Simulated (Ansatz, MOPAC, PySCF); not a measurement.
Dissociation curve of LiH, singlet.

- UKS-B3LYP/LANL2DZ = PySCF with unrestricted B3LYP/LANL2DZ
- PM3, restricted, heats of formation (MOPAC)
- RKS-M06-2X/6-31G* = restricted M06-2X/6-31G*, spherical d run with PySCF
- RCCSD(T) = CCSD(T) on RHF/cc-pVDZ, frozen core (Ansatz, a first-principles code)
- UKS-PBE = unrestricted PBE/cc-pVDZ (Ansatz)

Energies are in eV, each relative to the lowest point of its own curve near equilibrium.

| R / Å | UKS-B3LYP/LANL2DZ | PM3 | RKS-M06-2X/6-31G* | RCCSD(T) | UKS-PBE |
|---|---|---|---|---|---|
| 1.21 | 0.887 | 0.393 | 0.900 | 0.851 | 0.830 |
| 1.29 | 0.516 | 0.229 | 0.524 | 0.491 | 0.480 |
| 1.34 | 0.348 | 0.147 | 0.353 | 0.330 | 0.323 |
| 1.46 | 0.096 | ? | 0.098 | 0.091 | 0.089 |
| 1.51 | 0.042 | 0.003 | 0.043 | 0.040 | 0.039 |
| 1.53 | 0.027 | 0.000 | 0.028 | 0.025 | 0.025 |
| 1.60 | 0.000 | ? | 0.000 | 0.000 | 0.000 |
| 1.65 | 0.002 | 0.040 | 0.002 | 0.002 | 0.002 |
| 1.70 | 0.018 | ? | 0.018 | 0.017 | 0.016 |
| 1.76 | 0.054 | 0.148 | 0.054 | 0.051 | 0.049 |
| 1.86 | 0.144 | 0.289 | 0.144 | 0.135 | 0.130 |
| 1.98 | 0.287 | 0.490 | 0.289 | 0.269 | 0.260 |
| 2.14 | 0.514 | 0.790 | 0.520 | 0.480 | 0.465 |
| 2.43 | 0.964 | 1.385 | 0.983 | 0.891 | 0.869 |
| 2.61 | 1.242 | 1.768 | 1.273 | 1.136 | 1.117 |
| 2.90 | 1.637 | 2.363 | 1.718 | 1.487 | 1.472 |
| 3.19 | 1.913 | 2.902 | 2.124 | 1.763 | 1.732 |
| 3.53 | 2.132 | 3.445 | 2.544 | 1.985 | 1.944 |
| 3.96 | 2.304 | 3.993 | 2.992 | 2.137 | 2.112 |
| 4.34 | 2.395 | ? | 3.317 | 2.198 | 2.199 |
| 4.70 | 2.447 | ? | 3.567 | 2.225 | 2.243 |
| 5.60 | 2.494 | 5.095 | 4.010 | — | 2.256 |
| 6.30 | 2.503 | ? | 4.219 | — | 2.258 |

Task: Complete the blanks.

Result: 
- 1.46, PM3: 0.023
- 1.60, PM3: 0.012
- 1.70, PM3: 0.082
- 4.34, PM3: 4.365
- 4.70, PM3: 4.638
- 6.30, PM3: 5.314

Dashes: no converged value, or the column stops at the first point that the program doubted or that broke a chosen test of continuity, which isn't proof of a fault.

The unrestricted determinant behind UKS-B3LYP/LANL2DZ, UKS-PBE is spin-contaminated at 2.90 to 6.30 Å (<S²> up to 1.0, against 0.00 for a pure singlet). The restricted form behind PM3, RKS-M06-2X/6-31G* keeps the bonding electrons paired and can't separate into open-shell fragments. With two correlated electrons CCSD is exact in the basis where it finds the lowest root (RCCSD(T)).
